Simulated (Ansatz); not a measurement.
# AlH⁺, quartet in cc-pVQZ: errors against full CI

Geometry: that of the AlH⁺, doublet, kept fixed. The doublet lies 6.0 eV lower here.

```xyz
2

Al    0.0000    0.0000    0.0000
H     0.0000    0.0000    1.6190
```

Basis cc-pVQZ; Ansatz 0.2.0. Correlated methods freeze the noble-gas cores, which leaves 3 electrons in 84 orbitals. R marks a restricted (for open shells ROHF) determinant, U an unrestricted one. Active spaces: valence = (3e, 5o) chosen from the atoms' valence shells.

Full CI is exact within this basis and frozen core; it isn't the basis-set limit. The frozen core follows each run's orbitals, which can shift R against U totals by a few meV.

The UHF ⟨S²⟩ is 3.750 and the T1 diagnostic (RCCSD) is 0.0092. The largest doubles amplitude (RCCSD) is 0.053 and the T1 diagnostic (UCCSD) is 0.0092.

```csv
level,E − E(full CI) (kJ/mol),share of correlation (%),wall time
RHF,27.3,0.00,–
UHF,27.1,0.78,–
RMP2,10.2,62.69,–
UMP2,10.0,63.47,–
RCCSD,0.2,99.10,–
UCCSD,0.0,99.87,–
RCCSD(T),0.1,99.70,13 s
UCCSD(T),-0.1,100.47,14 s
BCCD(T),0.1,99.71,3.3 s
RCCSDT,0.0,99.96,34 s
UCCSDT,-0.2,100.73,34 s
CASSCF (valence space),27.3,0.00,–
NEVPT2 (valence space),12.2,55.48,2.8 s
MRCISD (valence space),0.3,98.85,–
MRCISD+Q (valence space),0.0,100.05,4.2 s
```

The correlation energy at full CI, counted from RHF, is -0.283 eV. That run took 6 s on 1 thread of Arm Neoverse V1, shared host over 23,860 determinants.

Times hold each run's SCF and search for its determinant on a shared host, so for small cases they say little of a method's own cost; they ran on 1 thread of Arm Neoverse V1.

The full-CI state has the irrep B1 of C2v, in the program's axes (one component, if the state is degenerate).

Natural occupations of full CI about the gap: 0.997 0.990 0.989 0.006 0.006 0.003 0.003 0.001 0.001 0.001; effectively unpaired electrons, Σ n²(2−n)², 3.00.
